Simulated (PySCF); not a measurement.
**Gas-phase thermal properties of C2H3 (vinyl)**

Computed with PySCF (xtb for GFN2) and rigid-rotor harmonic-oscillator thermochemistry at 1 bar. The comparison is the NASA 1993 polynomial table, which mixes measured and estimated data. 6-31G* has spherical d functions here. Open shells (unrestricted): C2H3 (vinyl) (multiplicity 2). GFN2 has no spin-polarisation term. B3LYP is the form with VWN-RPA correlation. The harmonic model lacks anharmonicity and excited electronic states, which grow with temperature; levels with a mode under 35 cm⁻¹ are left out. The table's entry may be an old estimate for C2H3 (vinyl) (not checked at source).

| level | point group | σ | ZPE (kJ/mol) | S°298 (J/mol/K) | Cp298 (J/mol/K) | S°1000 (J/mol/K) | H1000 − H298 (kJ/mol) |
|---|---|---|---|---|---|---|---|
| table | - | - | - | 233.9 | 42.7 | 307.1 | 45.1 |
| B3LYP/6-31G* | Cs | 1 | 96.4 | 233.7 | 43.0 | 306.8 | 44.9 |
| GFN2-xTB | Cs | 1 | 92.4 | 234.1 | 44.5 | 308.9 | 45.9 |
| PBE/def2-SVP | Cs | 1 | 92.6 | 234.6 | 44.5 | 309.7 | 46.1 |
| PBE0/def2-TZVP | Cs | 1 | 96.2 | 233.6 | 43.1 | 306.9 | 45.1 |
σ: rotational symmetry number. Electronic degeneracy used: 2. Frequencies are unscaled.
